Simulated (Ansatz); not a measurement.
# BNH4 (SMILES BN): the energy, rung by rung

BNH4: 6 atoms, total charge 0, spin state singlet. As SMILES, `BN`. Geometry: relaxed at PBE0-D4/def2-TZVP.

| atom | x (Å) | y (Å) | z (Å) |
| --- | --- | --- | --- |
| B | -0.1282 | -0.6796 | -0.0256 |
| N | 0.1461 | 0.6774 | 0.0108 |
| H | 0.2258 | -1.3680 | 0.8875 |
| H | -0.7120 | -1.1287 | -0.9692 |
| H | -0.1216 | 1.3137 | -0.7208 |
| H | 0.6320 | 1.1214 | 0.7713 |

Quantity: the energy change with the B1–H3 bond stretched from 1.197 to 1.796 Å, in eV. The values are calculated.

```json
{"level": "HF/STO-3G (restricted)", "kind": "Hartree–Fock", "program": "Ansatz", "value (eV)": "3.44", "less FCI/STO-3G": "+0.85", "CPU time (all runs)": "0.13 s"}
{"level": "BLYP/STO-3G (restricted)", "kind": "GGA", "program": "Ansatz", "value (eV)": "2.54", "less FCI/STO-3G": "-0.05", "CPU time (all runs)": "1.6 s"}
{"level": "PBE/STO-3G (restricted)", "kind": "GGA", "program": "Ansatz", "value (eV)": "2.60", "less FCI/STO-3G": "+0.01", "CPU time (all runs)": "1.6 s"}
{"level": "r2SCAN/STO-3G (restricted)", "kind": "meta-GGA", "program": "Ansatz", "value (eV)": "2.78", "less FCI/STO-3G": "+0.19", "CPU time (all runs)": "3.6 s"}
{"level": "B3LYP/STO-3G (restricted)", "kind": "global hybrid", "program": "Ansatz", "value (eV)": "2.77", "less FCI/STO-3G": "+0.18", "CPU time (all runs)": "1.8 s"}
{"level": "wB97X/STO-3G (restricted)", "kind": "range-separated hybrid", "program": "Ansatz", "value (eV)": "2.92", "less FCI/STO-3G": "+0.33", "CPU time (all runs)": "7.1 s"}
{"level": "B2PLYP/STO-3G (restricted)", "kind": "double hybrid", "program": "Ansatz", "value (eV)": "2.88", "less FCI/STO-3G": "+0.29", "CPU time (all runs)": "2.2 s"}
{"level": "RPA@PBE/STO-3G (restricted)", "kind": "RPA", "program": "Ansatz", "value (eV)": "2.56", "less FCI/STO-3G": "-0.03", "CPU time (all runs)": "2.4 s"}
{"level": "CCSDTQ/STO-3G (restricted)", "kind": "coupled cluster or CI", "program": "Ansatz", "value (eV)": "2.59", "less FCI/STO-3G": "0.00", "CPU time (all runs)": "4.9 s"}
{"level": "FCI/STO-3G", "kind": "exact in the basis", "program": "Ansatz", "value (eV)": "2.59", "less FCI/STO-3G": "0.00", "CPU time (all runs)": "7.5 s"}
```

FCI/STO-3G is exact within its basis and frozen core, so for wave-function methods in that basis the difference is their error; functionals converge differently with the basis, so for them it is only a difference. Spin-restricted single references rise too steeply as a bond breaks, Hartree–Fock most of all. The first shape isn't each level's own minimum. The values span 2.54 to 3.44 eV. All rows use very small basis sets, so even the best lies far from the true value. CPU times are rough (shared hosts, several kinds of processor): they show what a rung costs within a factor of a few.
